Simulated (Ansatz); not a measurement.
Geometry optimisation, Ansatz, RKS LDA/def2-SVP.

The input (input.yaml):

```yaml
crystal:
  periodic: [false, false, false]
  atoms:
    - { symbol: "N", position_ang: [-0.5132, -1.2986, -0.1832] }
    - { symbol: C, position_ang: [0.1943, -0.3798, 0.4865] }
    - { symbol: O, position_ang: [0.5495, -0.8985, 1.642] }
    - { symbol: "N", position_ang: [0.6655, 0.8228, 0.2328] }
    - { symbol: C, position_ang: [0.1767, 1.3703, -0.9585] }
    - { symbol: O, position_ang: [-0.8184, 1.0748, -1.5925] }
    - { symbol: H, position_ang: [-1.0009, -1.9319, 0.3946] }
    - { symbol: H, position_ang: [-1.1249, -0.8013, -0.899] }
    - { symbol: H, position_ang: [1.1407, -0.2209, 2.142] }
    - { symbol: H, position_ang: [0.8136, 2.212, -1.2617] }
basis:
  gaussian: { orbitals: def2-SVP }
hamiltonian:
  xc: lda
relax:
  f_tol: 0.02
  max_steps: 50
```

Launched with:

```bash
$ ansatz run input.yaml --threads 2 --pin off --max-ram 3072MiB --backend cpu --events-out ev --progress --plain --runs-dir out
```

Question: Where does it end, and by what steps?

Answer: The forces met the threshold. After 9 steps the energy has fallen by 0.583 eV; O6 moved furthest, 0.34 Å.

```json
{"step": "0", "energy less start (eV)": "0.0000", "largest force component (eV/Å)": "2.851", "accepted": "yes"}
{"step": "1", "energy less start (eV)": "-0.3349", "largest force component (eV/Å)": "1.225", "accepted": "yes"}
{"step": "2", "energy less start (eV)": "-0.3387", "largest force component (eV/Å)": "1.552", "accepted": "yes"}
{"step": "3", "energy less start (eV)": "-0.4907", "largest force component (eV/Å)": "1.142", "accepted": "yes"}
{"step": "4", "energy less start (eV)": "-0.5592", "largest force component (eV/Å)": "0.306", "accepted": "yes"}
{"step": "5", "energy less start (eV)": "-0.5718", "largest force component (eV/Å)": "0.129", "accepted": "yes"}
{"step": "6", "energy less start (eV)": "-0.5793", "largest force component (eV/Å)": "0.148", "accepted": "yes"}
{"step": "7", "energy less start (eV)": "-0.5824", "largest force component (eV/Å)": "0.067", "accepted": "yes"}
{"step": "8", "energy less start (eV)": "-0.5827", "largest force component (eV/Å)": "0.029", "accepted": "yes"}
{"step": "9", "energy less start (eV)": "-0.5827", "largest force component (eV/Å)": "0.013", "accepted": "yes"}
```

```xyz
10
Properties=species:S:1:pos:R:3
N -0.728 -1.100 -0.071
C 0.170 -0.396 0.596
O 0.624 -0.907 1.730
N 0.648 0.777 0.218
C 0.185 1.298 -0.938
O -0.651 0.798 -1.705
H -1.056 -2.003 0.279
H -1.009 -0.580 -0.962
H 1.266 -0.232 2.052
H 0.634 2.295 -1.196
```

Whether the end is a true minimum wasn't checked by a vibrational analysis.

Time of the run: 22 s on 2 threads of Arm Neoverse N1 (shared host), peak memory 0.13 GiB.
